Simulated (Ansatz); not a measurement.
One starting cell of Pd (a generated trial cell of Pd in the AFLOW prototype A_hR2_166_c (A7, as in As)) was relaxed twice with Ansatz (plane waves, PAW, scalar-relativistic): with r2SCAN at 500 eV and with PBE at 420 eV. The r2SCAN result:

```cif
data_Pd
_chemical_formula_sum 'Pd1'
_space_group_name_H-M_alt 'P 1'
_space_group_IT_number 1
_cell_length_a 2.76361
_cell_length_b 2.76361
_cell_length_c 2.76361
_cell_angle_alpha 60.000
_cell_angle_beta 60.000
_cell_angle_gamma 60.000
loop_
_space_group_symop_operation_xyz
  'x, y, z'
loop_
_atom_site_label
_atom_site_type_symbol
_atom_site_fract_x
_atom_site_fract_y
_atom_site_fract_z
_atom_site_occupancy
Pd1 Pd 0.50000 0.50000 0.50000 1
```

| quantity | r2SCAN | PBE |
|---|---|---|
| space group | Fm-3m | Fm-3m |
| volume (Å³/atom) | 14.93 | 15.32 |
| a (Å) | 3.908 | 3.943 |
| gap (eV, no spin-orbit coupling) | 0.00 | 0.00 |

Both levels end in the same structure; PBE's volume is 2.7 % larger. Neither column is exact.

No spin polarisation in the result. A magnetic state may lie lower.

Measured for Pd: a 3.876 Å (static lattice; corrected from measurement; as listed in Daniel Mejia-Rodriguez, S. B. Trickey, Phys. Rev. B (2018)). Computed minus measured — a: r2SCAN +0.8 %, PBE +1.7 %. The computed values are for a static lattice.

The run could not lose the symmetry of its start.

Ansatz is a program for electronic structure.
